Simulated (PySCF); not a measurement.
Molecule: SMILES C1=NCCO1, C$_{3}$H$_{5}$NO.

Bonds (- single, = double, # triple, : aromatic): C1=N2 1.264 Å, N2-C3 1.458 Å, C3-C4 1.544 Å, C4-O5 1.433 Å, O5-C1 1.345 Å. C1 carries H6; C3 carries H7, H8; C4 carries H9, H10.

Spin–spin couplings on one PBE0-D3(BJ)/def2-SVP geometry, PySCF 2.14, gas phase, non-relativistic, equivalent pairs averaged (spin–dipole term only in couplings to heteroatoms); isotopes $^{13}$C, $^{1}$H, $^{17}$O, $^{15}$N; basis pcJ-1.

How do the couplings (Hz) change with the functional? Times are CPU seconds on 1 thread of an Arm Neoverse V2, shared host.

## Answers


```tsv
functional	functions	$^{1}J$(C1,H6)	$^{1}J$(C4,H9)	$^{1}J$(C3,H7)	$^{1}J$(C1,O5)	$^{1}J$(C4,O5)	$^{1}J$(C3,C4)	$^{1}J$(N2,C3)	core-s
LDA	185	178.7	118.6	113.6	41.3	23.3	16.0	9.5	9.5
PBE	185	207.8	141.8	136.1	41.4	23.3	24.7	8.2	13
KT2	185	225.1	150.6	144.5	44.7	25.1	16.1	11.0	13
B3LYP	185	225.1	155.1	148.7	36.8	20.0	31.7	5.6	12
PBE0	185	213.7	147.0	141.0	36.1	19.6	30.5	5.7	12
B97-2	185	205.2	140.6	134.3	34.7	18.4	30.1	5.3	12
BHandHLYP	185	239.2	166.9	160.4	30.4	14.5	41.3	1.3	13
CAM-B3LYP	185	223.2	152.7	146.3	34.7	18.6	32.0	4.8	16
``` Left out for a near triplet instability: HF/pcJ-1.
